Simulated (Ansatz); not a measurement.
# C₂H₃F₃: up Jacob's ladder to CCSD(T)

One table from this session's results is given with a row withheld; the runs are named, their logs left out.

Program: Ansatz 0.2.0, Gaussian basis. Level of theory: functionals in def2-TZVPP, the program's frozen cores in correlated methods. These are calculated values, not measurements.

Plan: PBE-D4, r2SCAN-D4, PBE0-D4, B3LYP-D4, ωB97X-V, ωB97M-V, B2PLYP; CCSD(T)/def2-TZVPP; CCSD(T)/def2-QZVPP; extrapolation to the limit.

### The relaxed structure

An earlier PBE0-D4 in a triple-zeta def2 set relaxation fixed the geometry.

SMILES `FCC(F)F`, 8 atoms, charge 0, spin multiplicity 1.

Atoms are counted from 1 here; the program's logs count them from 0.

Bond lengths: F1–C2 1.372 Å, C2–C3 1.509 Å, C2–H6 1.093 Å, C2–H7 1.093 Å, C3–F4 1.356 Å, C3–F5 1.351 Å, C3–H8 1.095 Å. Angles: F1–C2–C3 109.2°, F1–C2–H6 109.2°, F1–C2–H7 109.4°, C3–C2–H6 109.4°, C3–C2–H7 109.5°, H6–C2–H7 110.1°, C2–C3–F4 108.2°, C2–C3–F5 110.4°, C2–C3–H8 113.0°, F4–C3–F5 107.9°, F4–C3–H8 109.0°, F5–C3–H8 108.2°.

Set-up of the first run:

Input file in.yaml:

```yaml
crystal:
  periodic: [false, false, false]
  atoms:
    - {symbol: F, position_ang: [-0.933166, 1.479764, 0.307370]}
    - {symbol: C, position_ang: [0.037329, 0.541070, 0.550626]}
    - {symbol: C, position_ang: [-0.057890, -0.552333, -0.484542]}
    - {symbol: F, position_ang: [0.815062, -1.533847, -0.146971]}
    - {symbol: F, position_ang: [0.296106, -0.081234, -1.700797]}
    - {symbol: H, position_ang: [-0.117161, 0.114344, 1.544955]}
    - {symbol: H, position_ang: [1.021878, 1.013034, 0.492570]}
    - {symbol: H, position_ang: [-1.062157, -0.980797, -0.563201]}
basis:
  gaussian: {orbitals: def2-TZVPP}
hamiltonian: {xc: pbe, dispersion: d4}
output: {forces: true, orbitals: {seedname: orbitals}}
```

Started as:

```bash
$ ansatz run in.yaml --threads 2 --pin off --events-out ev --progress --plain --max-ram 32768MiB --backend cpu
```

Steps of the session up to this table: PBE-D4 (GGA); r2SCAN-D4 (meta-GGA); PBE0-D4 (hybrid); B3LYP-D4 (hybrid); ωB97X-V (range-separated); ωB97M-V (range-separated); B2PLYP (double hybrid); CCSD(T) in def2-TZVPP; CCSD(T) in def2-QZVPP.

One table of the session follows, with a row left open; its other results are not shown here.

It belongs to the step «Atomisation energies». 

| method | atomisation energy (eV) |
| --- | --- |
| PBE-D4 | 33.310 |
| r2SCAN-D4 | 32.282 |
| PBE0-D4 | 32.288 |
| B3LYP-D4 | 32.025 |
| ωB97X-V | 32.248 |
| ωB97M-V | 32.252 |
| B2PLYP | 31.822 |
| HF/def2-TZVPP | 22.785 |
| MP2/def2-TZVPP | 32.327 |
| CCSD/def2-TZVPP | ? |
| CCSD(T)/def2-TZVPP | 31.309 |
| MP2/CBS | 33.165 |
| CCSD(T)/CBS | 32.129 |

Estimate the missing values for CCSD/def2-TZVPP.

As computed: atomisation energy (eV): 30.757. In the column «atomisation energy (eV)» it lies between HF/def2-TZVPP (22.785) and CCSD(T)/def2-TZVPP (31.309).

To keep in mind: Free atoms (3 F, 2 C, 3 H) were run apart at each level; the atomisation energy is their sum less the molecule, without zero-point or spin-orbit terms.
